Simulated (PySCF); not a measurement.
**One shape, several levels: CH5FSi (SMILES [H][Si]([H])(C)F)**

We compute a comparison of 4 runs (HF/pcSseg-1, MS2-D3(op)/cc-pV(T+d)Z, SCS-MP2/cc-pVDZ-F12, CCSD/x2c-TZVPall) of CH5FSi. 

The results are computed with PySCF 2.14.0.

4 further runs of the same task are left out: 4 set aside as unsound or not needed.

## 1. The system as given

The species is CH5FSi (8 atoms), meant as a singlet with charge 0. SMILES: `[H][Si]([H])(C)F`. The shape is that of a GFN2-xTB optimisation.

Bond lengths: Si1–C4 1.890 Å, Si1–F8 1.613 Å, Si1–H2 1.456 Å, Si1–H3 1.456 Å, C4–H5 1.085 Å, C4–H6 1.087 Å, C4–H7 1.088 Å. Some angles: C4–Si1–F8 107.5°, Si1–C4–H5 111.5°, Si1–C4–H6 111.2°, Si1–C4–H7 111.2°, H2–Si1–C4 112.8°, H2–Si1–F8 104.4°, H3–Si1–C4 112.9°, H3–Si1–F8 104.4°, H5–C4–H6 107.7°, H5–C4–H7 107.6°.

## 2. Energy and gradient at HF/pcSseg-1 (sfX2C, density fitting) (run 1)

The input, mol.sdf:

```

     RDKit          3D

  8  7  0  0  0  0  0  0  0  0999 V2000
    0.4698   -0.6799    0.3380 Si  0  0  0  0  0  4  0  0  0  0  0  0
    0.4081   -0.7861    1.7887 H   0  0  0  0  0  0  0  0  0  0  0  0
    1.8139   -0.8078   -0.2058 H   0  0  0  0  0  0  0  0  0  0  0  0
   -0.4513    0.8307   -0.3266 C   0  0  0  0  0  0  0  0  0  0  0  0
   -0.0213    1.7550    0.0457 H   0  0  0  0  0  0  0  0  0  0  0  0
   -1.4982    0.8127   -0.0338 H   0  0  0  0  0  0  0  0  0  0  0  0
   -0.4165    0.8665   -1.4131 H   0  0  0  0  0  0  0  0  0  0  0  0
   -0.3045   -1.9912   -0.1932 F   0  0  0  0  0  0  0  0  0  0  0  0
  2  1  1  0
  3  1  1  0
  4  1  1  0
  5  4  1  0
  6  4  1  0
  7  4  1  0
  8  1  1  0
M  END
$$$$
```

The input, calc.py:

```python
from pyscf import gto
from rdkit import Chem

rd = Chem.MolFromMolFile('mol.sdf', removeHs=False, sanitize=False)
xyz = rd.GetConformer().GetPositions()
geom = [(a.GetSymbol(), tuple(x)) for a, x in zip(rd.GetAtoms(), xyz)]
for s, x in geom:
    print('%-2s %12.6f %12.6f %12.6f' % (s, *x))

mol = gto.Mole()
mol.atom = geom
mol.max_memory = 1860
mol.verbose = 4
mol.basis = 'pcsseg-1'
mol.symmetry = True
mol.build()

mf = mol.RHF()
mf = mf.x2c()
mf = mf.density_fit()
mf.level_shift = 1.0
mf.init_guess = 'sap'
mf.kernel()

e_tot = mf.e_tot
print(f'total energy: {e_tot:.8f} hartree')
grad = mf.nuc_grad_method().kernel()
mf.analyze()
```

Run with:

```bash
$ OMP_NUM_THREADS=1 python calc.py
```

The log of the run:

```text
Si     0.469800    -0.679900     0.338000
H      0.408100    -0.786100     1.788700
H      1.813900    -0.807800    -0.205800
[... 4 lines of this table left out ...]
F     -0.304500    -1.991200    -0.193200

PySCF version 2.14.0

[... 127 lines left out ...]
Total Energy =                        -429.829252307694446
[... 12 lines left out ...]
MO #6   energy= -4.27510946456478  occ= 2
[... 10 lines left out ...]
MO #17  energy= -0.464442176472279 occ= 2
[... 10 lines left out ...]
MO #28  energy= 0.529969673120151  occ= 0
[... 10 lines left out ...]
MO #39  energy= 1.11389938499285   occ= 0
[... 10 lines left out ...]
MO #50  energy= 2.20201645364073   occ= 0
[... 10 lines left out ...]
MO #61  energy= 2.80249337575738   occ= 0
[... 10 lines left out ...]
MO #72  energy= 3.44662029920178   occ= 0
[... 10 lines left out ...]
MO #83  energy= 15.8480557732383   occ= 0
[... 94 lines left out ...]
Dipole moment(X, Y, Z, Debye):  0.62634,  2.01533,  0.41600
```

Run time: 3.9 s. Hardware: 1 thread of Arm Neoverse V2, shared host; peak memory 0.23 GiB.

## 3. A single-point energy at MS2-D3(op)/cc-pV(T+d)Z (density fitting with aug-cc-pvtz-jkfit) (run 2)

The input, mol.xyz:

```xyz
8

Si     0.469780    -0.679870     0.338040
H      0.408100    -0.786060     1.788700
H      1.813870    -0.807760    -0.205760
C     -0.451290     0.830660    -0.326560
H     -0.021280     1.755050     0.045670
H     -1.498220     0.812740    -0.033830
H     -0.416480     0.866460    -1.413090
F     -0.304480    -1.991210    -0.193180
```

The input, run.py:

```python
import pyscf.grad
from pyscf import gto, dft
from pyscf.pbc.tools.pyscf_ase import PySCF, ase_atoms_to_pyscf
from ase.io import read

atoms = read('mol.xyz')

mol = gto.M(
    atom=ase_atoms_to_pyscf(atoms),
    basis='cc-pv(t+d)z',
    verbose=3,
    max_memory=1860,
)

myscf = dft.RKS(mol)
myscf.xc = 'ms2'
myscf = myscf.density_fit(auxbasis='aug-cc-pvtz-jkfit')
myscf.disp = 'd3op'
myscf.diis_space = 4
myscf.init_guess = 'vsap'
atoms.calc = PySCF(method=myscf)

e_ev = atoms.get_potential_energy()
print('energy %.6f eV' % e_ev)
```

Run with:

```bash
$ OMP_NUM_THREADS=1 python run.py
```

The log of the run:

```text
converged SCF energy = -430.642955890028
energy -11718.391710 eV
```

It took 46 s on 1 thread of Arm Neoverse V2, shared host; peak memory 0.67 GiB.

Run 3 isn't shown in full; the table further down has it.

## 4. A single-point energy at CCSD/x2c-TZVPall (sfX2C) (run 4)

The input, job.py:

```python
from pyscf import gto, cc

mol = gto.Mole()
mol.atom = '''
Si
H 1 1.455849
H 1 1.455559 2 113.89015
C 1 1.889911 3 112.8851 2 130.36422
H 4 1.085339 1 111.53304 3 -69.10659
H 4 1.087232 5 107.6505 1 122.22907
H 4 1.087677 5 107.57099 6 115.55249
F 1 1.61285 3 104.40671 2 -113.23152
'''
mol.verbose = 4
mol.max_memory = 1860
mol.basis = 'x2c-tzvpall'
mol.build()

calc0 = mol.RHF()
calc0 = calc0.sfx2c1e()
calc0.kernel()

mycc = cc.CCSD(calc0, frozen=7)
mycc.kernel()
e_final = mycc.e_tot
print(f'total energy: {e_final:.8f} hartree')
dip = calc0.dip_moment()
pop, q = calc0.mulliken_pop()
```

Run with:

```bash
$ OMP_NUM_THREADS=1 python job.py
```

The log of the run:

```text
PySCF version 2.14.0

[... 64 lines left out ...]
converged SCF energy = -429.998779569241
[... 12 lines left out ...]
Init t2, MP2 energy = -430.54059010193  E_corr(MP2) -0.541810532688877
[... 12 lines left out ...]
CCSD converged
[... 1 line left out ...]
total energy: -430.57422316 hartree
Dipole moment(X, Y, Z, Debye):  0.16741, -1.96199,  0.26175
[... 138 lines left out ...]
charge of    7F =     -0.42559
```

It took 61 s on 1 thread of Arm Neoverse V2, shared host; peak memory 1.9 GiB.

## 5. Overview of the runs

```tsv
run	level	task	integral approximation	energy (Eh)	dipole moment (D) of the reference	HOMO energy (eV)	LUMO energy (eV)	wall time
1	HF/pcSseg-1 (sfX2C, density fitting)	gradient	auto	-429.829252	2.15	-12.64	3.86	3.9 s
2	MS2-D3(op)/cc-pV(T+d)Z (density fitting with aug-cc-pvtz-jkfit)	energy	aug-cc-pvtz-jkfit	-430.642956	1.71	-8.07	-0.19	46 s
3	SCS-MP2/cc-pVDZ-F12	energy	none	-429.803966	2.03	-12.58	1.21	6.3 s
4	CCSD/x2c-TZVPall (sfX2C)	energy	none	-430.574223	1.99	-12.56	3.41	61 s
```

## 6. Outcome

```
                                          quantity          value
                               run 4: total energy  -430.57422 Eh
       run 4: dipole moment (Hartree–Fock density)         1.99 D
        run 4: HOMO energy (Hartree–Fock orbitals)      -12.56 eV
        run 4: LUMO energy (Hartree–Fock orbitals)        3.41 eV
      run 4: HOMO–LUMO gap (Hartree–Fock orbitals)       15.97 eV
run 4: correlation energy (7 core orbitals frozen)     -575.4 mEh
                              run 4: T1 diagnostic          0.010
```

In words: Some runs of one species differ in core potentials or relativity; totals across that change don't compare. All runs together took 2 min, the longest 61 s.
